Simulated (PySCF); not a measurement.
**Calculated NMR parameters of 1-Butyne**

```yaml
Formula: C4H6
SMILES: C#CCC
Point_group_of_the_computed_structure: Cs
Degrees_of_unsaturation: 2
Carbon_signals: 4
Proton_signals: 3
```

Bonds (- single, = double, # triple, : aromatic): C1#C2 1.211 Å, C2-C3 1.458 Å, C3-C4 1.527 Å. C1 carries H5; C3 carries H6, H7; C4 carries H8, H9, H10.

One conformer, non-relativistic, one averaged value for each set of equivalent atoms, no solvent. Shieldings: GIAO B97-2/pcSseg-2; geometry from PBE0-D3(BJ)/def2-SVP; J: B3LYP/pcJ-1 (without the spin–dipole term); PySCF.

References, each an isolated molecule treated in the same way: TMS for ¹H (σref 31.36) and ¹³C (σref 183.46).

```tsv
carbon	δC, type	δH (multiplicity, J in Hz)	HMBC from (abs. J ≥ 3 Hz)	span of the C tensor (ppm)
C1	71.1, CH	1.62 (t, 4.1)	H6/H7	212
C2	88.7, C	–	H6/H7, H5, H8/H9/H10	304
C3	16.2, CH2	2.25 (qd, 8.5, 4.1)	H5, H8/H9/H10	23
C4	16.6, CH3	1.13 (t, 8.5)	H6/H7	28
```

Selected couplings (Hz, signed; the shortest-range and largest first, 30 at most; isotopes ¹³C, ¹H): ¹J(C1,H5) 271.3, ¹J(C1,C2) 197.1, ¹J(C3,H6) 135.4, ¹J(C4,H8) 135.4, ¹J(C2,C3) 74.3, ¹J(C3,C4) 36.5, ²J(C1,C3) 12.3, ²J(C2,C4) -3.5, ³J(H6,H8) 8.5, ³J(C1,C4) 2.6, ⁴J(H5,H6) -4.1.

1. Carbon types of the structure: 1 × C, 1 × CH, 1 × CH2, 1 × CH3, which accounts for all hydrogens.
2. δC 88.7: alkyne carbon; the triple bond shields along its axis, which puts it between sp3 and sp2 carbons.
3. δC 71.1: terminal alkyne carbon; the triple bond shields along its axis, which puts it between sp3 and sp2 carbons.
4. δC 16.6: methyl carbon; aliphatic region, no heteroatom directly attached.
5. δC 16.2: propargylic sp3 CH2; saturated and bonded to C and H only.
6. δH 1.62: hydrogen on a terminal alkyne carbon; it lies on the axis of the triple bond, in its shielding cone.
7. The protons at 2.25 and 1.13 share a coupling of 8.5 Hz (vicinal).

Multiplet labels drop couplings under 1 Hz and merge nearly equal ones. Unscaled 3J(H,H) at this level run about 10 % above measured values. Shifts are as computed. Against solution values, carbons near 30 ppm lie about +4 ppm off and those near 130 ppm about +7 ppm. Of 1211 compounds with measured shifts, 218 miss one by over three times the rms of a fit or turn the order of signals round; such compounds aren't used in these exercises.
